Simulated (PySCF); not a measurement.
# Electron affinity of S by level of theory

S⁻ [Ne] 3s2 3p5 (2P) → S [Ne] 3s2 3p4 (3P), as a difference of total energies. Calculation: PySCF 2.14, in dyall-acv3z (19s12p6d4f, 113 functions); scalar relativity by spin-free X2C-1e. Correlated levels: valence: [Ne] frozen; virtual orbitals above 40 to 60 times the deepest correlated orbital energy dropped. The calculations carry no spin-orbit coupling.

```json
{"method": "UHF", "electron affinity (eV)": "0.869"}
{"method": "MP2 (valence)", "electron affinity (eV)": "1.924"}
{"method": "SCS-MP2 (valence)", "electron affinity (eV)": "1.922"}
{"method": "CCSD (valence)", "electron affinity (eV)": "1.851"}
{"method": "CCSD(T) (valence)", "electron affinity (eV)": "1.937"}
```

Q: How much does correlation contribute at CCSD(T) (valence)?

A: 1.937 − (0.869) = 1.068 eV, measured against UHF.

Errors of the correlated levels include the incompleteness of this basis and the frozen core.

For comparison: 2.077 eV (measured; photodetachment measurements, as compiled on the Wikipedia data page of electron affinities).
